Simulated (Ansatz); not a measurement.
in.yaml

```yaml
crystal:
  periodic: [false, false, false]
  atoms:
    - {symbol: Si, position_ang: [0.000000, -0.139453, 1.671406]}
    - {symbol: Ge, position_ang: [0.000000, 0.056604, -0.661833]}
    - {symbol: H, position_ang: [0.000000, 1.267918, 2.228287]}
    - {symbol: H, position_ang: [0.000000, -1.461483, -1.103914]}
basis:
  gaussian: {orbitals: cc-pVDZ}
magnetization: {spin_polarized: false}
correlation: {method: ccsd_t, electrons: outside_noble_gas}
output: {forces: true}
```

```sh
$ ansatz run in.yaml --threads 1 --pin off --events-out ev --progress --plain --max-ram 4096MiB --backend cpu
```

Log:

```
599 factors; integrals over basis functions are off by at most 1.2e-3 eV
mean field evaluation 1: about -64362.3399 eV, gradient 8.7e0 eV
mean field evaluation 2: about -64362.3552 eV, gradient 8.7e0 eV
mean field evaluation 4: about -64362.8664 eV, gradient 7.7e-1 eV
mean field evaluation 8: about -64362.8758 eV, gradient 2.3e-3 eV
mean field evaluation 16: about -64362.8758 eV, gradient 2.8e-3 eV
mean field evaluation 32: about -64363.1162 eV, gradient 7.8e-2 eV
mean field evaluation 64: about -64362.3399 eV, gradient 8.7e0 eV
mean field evaluation 96: about -64362.5115 eV, gradient 7.3e0 eV
mean field evaluation 128: about -64363.1165 eV, gradient 5.7e-2 eV
mean field evaluation 160: about -64363.0304 eV, gradient 2.0e-6 eV
mean field -64363.11709720 eV, -2365.3009264342 hartree, gradient 1.7e-6 eV, S^2 0.000000; 9 other end points of the search recorded, 0 dependent functions left out; unrestricted orbitals would lower it
mean field evaluation 192: about -64364.3331 eV, gradient 1.1e0 eV
mean field evaluation 224: about -64362.8758 eV, gradient 6.9e-3 eV
mean field evaluation 256: about -64363.6456 eV, gradient 3.1e0 eV
mean field evaluation 288: about -64355.9086 eV, gradient 1.6e1 eV
mean field evaluation 320: about -64363.4988 eV, gradient 3.7e0 eV
mean field evaluation 352: about -64363.0315 eV, gradient 4.1e-3 eV
determinant -64363.11709720 eV, -2365.3009264342 hartree, with singles and doubles -64368.69412178 eV, -2365.5058783074 hartree
determinant -64363.03038799 eV, -2365.2977399296 hartree, with singles and doubles -64368.35870905 eV, -2365.4935521170 hartree
determinant -64362.87577346 eV, -2365.2920579506 hartree, with singles and doubles -64369.05287898 eV, -2365.5190623914 hartree
determinant -64363.11709720 eV, -2365.3009264342 hartree, with singles and doubles -64368.45122645 eV, -2365.4969520688 hartree
determinant -64363.03038799 eV, -2365.2977399296 hartree, with singles and doubles -64368.37454032 eV, -2365.4941339054 hartree
determinant -64362.87577346 eV, -2365.2920579506 hartree, with singles and doubles -64369.05227486 eV, -2365.5190401905 hartree
unrestricted determinant -64364.38608704 eV, -2365.3475609507 hartree, S^2 1.2907
19 core orbitals not correlated: weight in the atoms' cores, before any rotation towards them, 1.000 or more for the frozen orbitals, at most 0.000 for the correlated occupied ones
reference -64362.87577346 eV, -2365.2920579506 hartree; 5, 5 occupied and 31, 31 virtual orbitals, 599 factors
second order -5.20414517 eV of doubles, -0.00000000 eV of singles
cycle   1  -6.17650066 eV  change    7.4e-7 eV  update   2.7e-6
cycle   2  -6.17650152 eV  change   -8.6e-7 eV  update   1.8e-6
cycle   3  -6.17650010 eV  change    1.4e-6 eV  update   1.1e-6
perturbative correction -0.38772987 eV, -0.0142488100 hartree
the calculation of the forces begins
Total energy: -64369.44000343 eV, -2365.5332889527 hartree
Atom 0 at     0.000000    -0.139453     1.671406 Å, force     0.000000     1.129603    -1.537145 eV/Å
Atom 1 at     0.000000     0.056604    -0.661833 Å, force    -0.000000    -1.144496     1.551301 eV/Å
Atom 2 at     0.000000     1.267918     2.228287 Å, force    -0.000000    -0.200670     0.599956 eV/Å
Atom 3 at     0.000000    -1.461483    -1.103914 Å, force    -0.000000     0.215563    -0.614111 eV/Å
Dipole moment:    -0.000000     0.014981    -0.001618 e Å
```

Forces (eV/Å):
```
Si   0.000  1.130 -1.537
Ge   0.000 -1.144  1.551
H    0.000 -0.201  0.600
H    0.000  0.216 -0.614
```

Ran on 1 thread of AMD EPYC 7R13, shared host: 12 s wall, 0.16 GiB peak host memory.
